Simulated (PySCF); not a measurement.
Molecule: `InChI=1S/H6OSi2/c2-1-3/h2-3H3`.

Atom-mapped SMILES (the numbers label the heavy atoms): `[SiH3:1][O:2][SiH3:3]`. Each H is labelled by its parent atom.

Geometry PBE0-D3(BJ)/def2-SVP throughout; GIAO in PySCF 2.14, gas phase, one conformer, non-relativistic; equivalent atoms averaged; functional PBE0.

Q: How do the absolute shieldings σ depend on the basis set? (ppm; last column core-seconds on shared hosts with different chips, so compare them loosely)

A: 
| basis set | functions | Si1/Si3 | O2 | H(Si1)/H(Si3) | core-s |
| --- | --- | --- | --- | --- | --- |
| STO-3G | 29 | 562.6 | 514.1 | 30.34 | 1.5 |
| 6-31G | 47 | 450.2 | 369.3 | 27.35 | 2.6 |
| pcSseg-0 | 47 | 411.7 | 394.2 | 27.39 | 3.4 |
| 6-31G* | 62 | 427.6 | 334.5 | 26.68 | 3.1 |
| def2-SVP | 80 | 449.3 | 339.0 | 26.35 | 3.4 |
| cc-pVDZ | 80 | 449.8 | 344.2 | 26.28 | 5.9 |
| pcSseg-1 | 95 | 387.7 | 341.0 | 26.27 | 3.7 |
| aug-cc-pVDZ | 131 | 446.2 | 341.7 | 26.20 | 11 |
| 6-311+G(2d,p) | 133 | 381.6 | 326.9 | 26.22 | 6.6 |
| def2-TZVP | 141 | 371.4 | 322.4 | 26.20 | 7.5 |
| cc-pVTZ | 182 | 392.0 | 332.3 | 26.21 | 17 |
| IGLO-III | 183 | 386.6 | 323.5 | 26.19 | 15 |
| pcSseg-2 | 206 | 380.6 | 324.7 | 26.18 | 10 |

Q: Which nucleus moves most, in ppm?

A: O2 (oxygen bonded to 2 Si): from 322.4 ppm with def2-TZVP to 514.1 ppm with STO-3G. The smallest spread is 4.15 ppm, at H(Si1)/H(Si3).

Q: Taking the largest basis, pcSseg-2 (206 functions), as the yardstick, rank the others by their worst heavy-atom deviation.

A: 6-311+G(2d,p) 2.1 ppm (133 functions), IGLO-III 6.0 ppm (183 functions), def2-TZVP 9.1 ppm (141 functions), cc-pVTZ 11.4 ppm (182 functions), pcSseg-1 16.3 ppm (95 functions), 6-31G* 47.1 ppm (62 functions), aug-cc-pVDZ 65.7 ppm (131 functions), def2-SVP 68.8 ppm (80 functions), cc-pVDZ 69.2 ppm (80 functions), pcSseg-0 69.4 ppm (47 functions), 6-31G 69.6 ppm (47 functions), STO-3G 189.3 ppm (29 functions).

A small basis that lands close on one nucleus may do so by chance; judge by the trend and by all nuclei.
